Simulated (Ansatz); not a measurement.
fcc Pt, treated with PBE+SOC (Ansatz, a quantum-chemistry and plane-wave program, plane waves, PAW).

Run with plane-wave cutoff 520 eV, 24×24×24 k mesh, Fermi–Dirac smearing 0.05 eV, PAW data made under PBE.

Computed at the level's own relaxed cell.

### Question
Estimate the volume per atom, bulk modulus, equilibrium lattice constant a and pressure derivative B′ of the bulk modulus that the calculation returns.

### Answer

* **volume per atom**: 15.68 Å³/atom
* **bulk modulus**: 244 GPa
* **equilibrium lattice constant a**: 3.973 Å
* **pressure derivative B′ of the bulk modulus**: 5.5

The run finds no gap.

Measured, for comparison: equilibrium volume per atom 14.98 Å³/atom, lattice constant a 3.913 Å (static lattice: zero-point anharmonic expansion removed; as tabulated in Mejia-Rodriguez and Trickey (2018), arXiv:1807.09216); bulk modulus 289 GPa (corrected for temperature and zero-point phonon effects; as tabulated in Levämäki et al. (2014), arXiv:1402.3671). Computed (rounded) less measured: equilibrium volume per atom +4.7 %, bulk modulus -16 %, lattice constant a +1.5 %.

The computed numbers hold no vibrational or temperature effects.

Cost on a shared machine: roughly 4 core-minutes.
